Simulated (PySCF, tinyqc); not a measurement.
Worked calculation: RHF in the sto-6g basis, for BH, spin multiplicity 1. The lowest restricted solution is unstable here: a spin-polarised one lies 0.0221 hartree lower (PySCF). One step of it, computed by the program tinyqc.

Problem. Iteration 4: building the Fock matrix. J_ij = sum D_kl (ij|kl), K_ij = sum D_kl (ik|jl); F = H + J - 0.5 K; E = tr D H + tr D J / 2 - 0.25 tr D K + E_nn.

D after iteration 3, order 1B 1s, 1B 2s, 1B 2px, 1B 2py, 1B 2pz, 2H 1s:
```
[[2.144149, -0.545573, 0.000000, 0.000000, 0.101071, -0.023174],
 [-0.545573, 2.068922, 0.000000, 0.000000, -0.388247, 0.012414],
 [0.000000, 0.000000, 0.000000, 0.000000, 0.000000, 0.000000],
 [0.000000, 0.000000, 0.000000, 0.000000, 0.000000, 0.000000],
 [0.101071, -0.388247, 0.000000, 0.000000, 0.665665, 0.789552],
 [-0.023174, 0.012414, 0.000000, 0.000000, 0.789552, 1.058045]]
```

core Hamiltonian H = T + V (hartree), order 1B 1s, 1B 2s, 1B 2px, 1B 2py, 1B 2pz, 2H 1s:
```
[[-12.716129, -3.150027, 0.000000, 0.000000, -0.007290, -0.146663],
 [-3.150027, -3.646883, 0.000000, 0.000000, -0.070275, -0.523852],
 [0.000000, 0.000000, -2.883261, 0.000000, 0.000000, 0.000000],
 [0.000000, 0.000000, 0.000000, -2.883261, 0.000000, 0.000000],
 [-0.007290, -0.070275, 0.000000, 0.000000, -2.922037, -0.581863],
 [-0.146663, -0.523852, 0.000000, 0.000000, -0.581863, -1.828479]]
```

Two-electron integrals (ij|kl) in chemists' order, unique and non-zero (hartree):
```
(11|11) 2.924993   (21|11) 0.480756   (21|21) 0.099484   (22|11) 0.743449
(22|21) 0.188967   (22|22) 0.544922   (31|31) 0.021096   (32|31) 0.030854
(32|32) 0.120443   (33|11) 0.743450   (33|21) 0.188967   (33|22) 0.544922
(33|33) 0.587109   (41|41) 0.021096   (42|41) 0.030854   (42|42) 0.120443
(43|43) 0.031641   (44|11) 0.743450   (44|21) 0.188967   (44|22) 0.544922
(44|33) 0.523827   (44|44) 0.587109   (51|51) 0.021096   (52|51) 0.030854
(52|52) 0.120443   (53|53) 0.031641   (54|54) 0.031641   (55|11) 0.743450
(55|21) 0.188967   (55|22) 0.544922   (55|33) 0.523827   (55|44) 0.523827
(55|55) 0.587109   (61|11) 0.022671   (61|21) 0.004562   (61|22) 0.008652
(61|33) 0.008606   (61|44) 0.008606   (61|51) 0.000363   (61|52) 0.000708
(61|55) 0.008743   (61|61) 0.000217   (62|11) 0.082084   (62|21) 0.021395
(62|22) 0.071588   (62|33) 0.069406   (62|44) 0.069406   (62|51) 0.002407
(62|52) 0.016301   (62|55) 0.075952   (62|61) 0.001053   (62|62) 0.016050
(63|31) 0.001773   (63|32) 0.009006   (63|53) 0.002724   (63|63) 0.001328
(64|41) 0.001773   (64|42) 0.009006   (64|54) 0.002724   (64|64) 0.001328
(65|11) 0.089774   (65|21) 0.023638   (65|22) 0.082615   (65|33) 0.078694
(65|44) 0.078694   (65|51) 0.003943   (65|52) 0.025493   (65|55) 0.090458
(65|61) 0.001202   (65|62) 0.021364   (65|65) 0.029232   (66|11) 0.271467
(66|21) 0.071890   (66|22) 0.269379   (66|33) 0.257865   (66|44) 0.257865
(66|51) 0.007230   (66|52) 0.067382   (66|55) 0.292408   (66|61) 0.003541
(66|62) 0.088270   (66|65) 0.125533   (66|66) 0.774999
```

nuclear repulsion = 1.35825773 hartree

Give: Coulomb J; exchange K; Fock matrix F; total energy of this density.

Solution.

Coulomb J (hartree), order 1B 1s, 1B 2s, 1B 2px, 1B 2py, 1B 2pz, 2H 1s:
```
[[8.2100, 1.5527, 0.0000, 0.0000, -0.0058, 0.0725],
 [1.5527, 3.2949, 0.0000, 0.0000, 0.0246, 0.4666],
 [0.0000, 0.0000, 3.2624, 0.0000, 0.0000, 0.0000],
 [0.0000, 0.0000, 0.0000, 3.2624, 0.0000, 0.0000],
 [-0.0058, 0.0246, 0.0000, 0.0000, 3.3598, 0.5583],
 [0.0725, 0.4666, 0.0000, 0.0000, 0.5583, 2.2250]]
```

exchange K (hartree), order 1B 1s, 1B 2s, 1B 2px, 1B 2py, 1B 2pz, 2H 1s:
```
[[5.9668, 0.9844, 0.0000, 0.0000, 0.0014, 0.0522],
 [0.9844, 1.2582, 0.0000, 0.0000, -0.1328, 0.2878],
 [0.0000, 0.0000, 0.2877, 0.0000, 0.0000, 0.0000],
 [0.0000, 0.0000, 0.0000, 0.2877, 0.0000, 0.0000],
 [0.0014, -0.1328, 0.0000, 0.0000, 0.8258, 0.4426],
 [0.0522, 0.2878, 0.0000, 0.0000, 0.4426, 1.0559]]
```

Fock matrix F (hartree), order 1B 1s, 1B 2s, 1B 2px, 1B 2py, 1B 2pz, 2H 1s:
```
[[-7.4895, -2.0895, 0.0000, 0.0000, -0.0138, -0.1002],
 [-2.0895, -0.9811, 0.0000, 0.0000, 0.0208, -0.2011],
 [0.0000, 0.0000, 0.2353, 0.0000, 0.0000, 0.0000],
 [0.0000, 0.0000, 0.0000, 0.2353, 0.0000, 0.0000],
 [-0.0138, 0.0208, 0.0000, 0.0000, 0.0249, -0.2449],
 [-0.1002, -0.2011, 0.0000, 0.0000, -0.2449, -0.1314]]
```

total energy of this density = -24.872642 hartree
